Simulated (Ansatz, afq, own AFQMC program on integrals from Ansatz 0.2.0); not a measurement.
**Where AFQMC and coupled cluster stand for HBr, singlet**

```xyz
2

Br    0.0000    0.0000    0.0000
H     0.0000    0.0000    1.4206
```

Basis cc-pVDZ. Only valence electrons are correlated. AFQMC by an in-house program on the Cholesky factors that Ansatz 0.2.0 writes for its CCSD(T) run. ph-AFQMC/CISD is guided by a CISD state made of CCSD amplitudes; releasing the constraint for a short imaginary time cuts its bias at the price of noise, slowly where states lie close. Free AFQMC starts from the CCSD state and is never constrained. Its projection time is finite, and what remains of the start isn't in its error. Error bars are statistical, one sigma. No spin–orbit coupling.

Determinant: RHF, the one that the program's search chose, which needn't be the lowest solution. The geometry is a point of a scan.

Full CI on the same integrals is exact in this basis and with this determinant's frozen core.

Cautions: no relativity below Rb; no spin-orbit coupling; inner d shell frozen.

* T1 diagnostic: 0.0052
* weight of the determinant in the CISD state: 0.936
* size of the correlated space: 8 electrons in 18 orbitals

Reference: full CI, correlation energy -3.903 eV. The released energy is read at 2.40 1/Eh (meV from the phaseless value at times in 1/Eh: -0.6 ± 0.9 at 0.24, -0.3 ± 0.8 at 0.51, -3.0 ± 0.7 at 0.99, -0.8 ± 0.7 at 1.62, -1.1 ± 1.1 at 2.40).

| level | E − E(reference) (kcal/mol) | share of correlation (%) |
| --- | --- | --- |
| HF | 90.01 | 0.00 |
| MP2 | 11.23 | 87.52 |
| CCSD | 1.56 | 98.26 |
| CCSD(T) | 0.29 | 99.68 |
| CCSDT | 0.15 | 99.83 |
| CCSDT(Q) | 0.01 | 99.98 |
| CCSDTQ | 0.00 | 99.99 |
| ph-AFQMC/HF | -0.27 ± 0.43 | 100.30 |
| ph-AFQMC/CISD | 0.00 ± 0.03 | 100.00 |
| released AFQMC | -0.02 ± 0.03 | 100.02 |
| free AFQMC | 0.03 ± 0.02 | 99.97 |

CCSDT and higher add their correlation energy to the determinant of the CCSD(T) run, since their own runs factorise the integrals more tightly (a shift of under 2 meV). Free projections are given only where their last times agree within the noise and don't stop above the reference; a slow remainder of the start can still hide under it. A walk keeps the symmetry of its determinant, which the program's search chose and which needn't be the lowest solution, so a lower state of the same spin and another symmetry isn't excluded. Released energies are given only where the last usable release times agree within the noise; a slower fall can still hide under it.
